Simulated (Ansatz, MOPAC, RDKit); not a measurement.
Molecule: C$_{2}$Cl$_{4}$, charge 0, multiplicity 1. SMILES: ClC(Cl)=C(Cl)Cl

Atoms: C1, C2, Cl3, Cl4, Cl5, Cl6. Bonds: C1-C2, C1-Cl3, C1-Cl4, C2-Cl5, C2-Cl6.

Bond lengths (Å) and angles (degrees) optimised at UFF with RDKit; MNDO with MOPAC; HF/STO-3G with Ansatz (a first-principles code), each started from the B3LYP-D3(BJ)/def2-TZVP structure (Ansatz) of the last column. A row stands for all coordinates that are equal there. No wavenumbers were computed at UFF, MNDO, HF/STO-3G, so these may be saddle points.

```json
[
 {"coordinate": "C1-C2", "UFF": "1.345", "MNDO": "1.348", "HF/STO-3G": "1.326", "B3LYP-D3(BJ)/def2-TZVP": "1.339"},
 {"coordinate": "C1-Cl3", "UFF": "1.761", "MNDO": "1.736", "HF/STO-3G": "1.769", "B3LYP-D3(BJ)/def2-TZVP": "1.718"},
 {"coordinate": "C2-C1-Cl3", "UFF": "121.4", "MNDO": "123.6", "HF/STO-3G": "122.5", "B3LYP-D3(BJ)/def2-TZVP": "122.4"},
 {"coordinate": "Cl3-C1-Cl4", "UFF": "117.2", "MNDO": "112.8", "HF/STO-3G": "115.1", "B3LYP-D3(BJ)/def2-TZVP": "115.3"}
]
```

Mean signed difference of all 5 bond lengths from B3LYP-D3(BJ)/def2-TZVP: UFF 0.035 Å, MNDO 0.016 Å, HF/STO-3G 0.038 Å.
